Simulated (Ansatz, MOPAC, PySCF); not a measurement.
System: SiH3 (charge -1, singlet). SMILES: [SiH3-]
Geometry from a B3LYP-D3(BJ)/def2-TZVP (Ansatz, a quantum-chemistry and plane-wave program) optimisation:
```xyz
4

Si     0.0851     0.0833     0.0837
H     -0.9394    -0.9077     0.6775
H     -0.9139     0.6812    -0.9306
H      0.6615    -0.9403    -0.9185
```
Charge -1, spin multiplicity 1.

Unscaled harmonic wavenumbers (cm⁻¹) in rising order, each level at the stationary point that it reaches from this structure (no distance between atoms moves by over 0.3 Å); the order of modes can differ between levels, and a negative number is imaginary. B3LYP-D3(BJ)/def2-TZVP (PySCF, at the structure above): 888, 963, 963, 1874, 1874, 1893.

PM6 (MOPAC): 795, 900, 900, 1996, 2029, 2029. Zero-point energy 12.4 against 12.1 kcal/mol; where all levels lie over 400 cm⁻¹, the wavenumbers are on average 0.997 times those of B3LYP-D3(BJ)/def2-TZVP.

PM7 (MOPAC): 693, 811, 811, 2318, 2338, 2338. Zero-point energy 13.3 against 12.1 kcal/mol; where all levels lie over 400 cm⁻¹, the wavenumbers are on average 1.030 times those of B3LYP-D3(BJ)/def2-TZVP.

HF/6-31G* (Ansatz): 993, 1061, 1061, 1983, 1983, 2031. Zero-point energy 13.0 against 12.1 kcal/mol; where all levels lie over 400 cm⁻¹, the wavenumbers are on average 1.085 times those of B3LYP-D3(BJ)/def2-TZVP.
